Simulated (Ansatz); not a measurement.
## Tl3H2: from a trial structure to a relaxed crystal

The calculation used DFT PBE, scalar-relativistic, plane waves, PAW in Ansatz. Cutoff 420 eV, Γ-centred k mesh, Gaussian smearing, no spin polarisation in the final step.

Tl3H2 was placed on the tetradymite structure type (R-3m, No. 166), with H in place of Bi, Tl in place of Te, at a guessed volume.

```
Tl H
1.0
     1.84482    1.06511    8.55168
    -1.84482    1.06511    8.55168
     0.00000   -2.13022    8.55168
Tl H
3 2
Direct
  0.00000 0.00000 0.00000
  0.20950 0.20950 0.20950
  0.79050 0.79050 0.79050
  0.40000 0.40000 0.40000
  0.60000 0.60000 0.60000
```

Cell and atoms relax at zero pressure; the relaxation can't lower the symmetry of the start. After a coarse first stage the cell is made exact in the group found at 0.06 Å.

The zero of energy is the elements' standard structures at the same level (H₂ as a molecule); no fitted shifts are applied.

(1) What does it relax into?

(2) What are its volume, energy, density and gap?

Results:

(1) It keeps R-3m (No. 166). The result has the tetradymite structure. Conventional cell: a = 3.558 Å, c = 31.809 Å. Around Tl on Wyckoff site a (1 atom of the primitive cell) lie 6 H at 2.95 Å; Tl on Wyckoff site c (2 atoms of the primitive cell) has 3 H at 2.41 Å; H is coordinated by 3 Tl at 2.41 Å.

```
Tl H
1.0
     1.77898    1.02709   10.60315
    -1.77898    1.02709   10.60315
     0.00000   -2.05419   10.60315
Tl H
3 2
Direct
  0.00000 0.00000 0.00000
  0.22755 0.22755 0.22755
  0.77245 0.77245 0.77245
  0.39969 0.39969 0.39969
  0.60031 0.60031 0.60031
```

(2) The volume per atom is 23.2 Å³, the density is 8.8 g/cm³ and the energy over the elements is 0.32 eV/atom. The gap on the 12×12×12 mesh is 0 eV (a metal).

The final run used a 12×12×12 mesh on its 5-atom cell and 0.10 eV smearing. The k mesh leaves about 4 meV/atom of noise in metals. Weakly bound directions are ill-defined at this level, which has no dispersion term. Spin–orbit coupling is left out. A structure relaxed within its symmetry needn't be a true minimum. The steps took roughly 110 core-seconds in all.

Cost: 3 runs of about 1.9 core-minutes in all, on Intel Xeon 6975P-C (Granite Rapids) (shared hosts).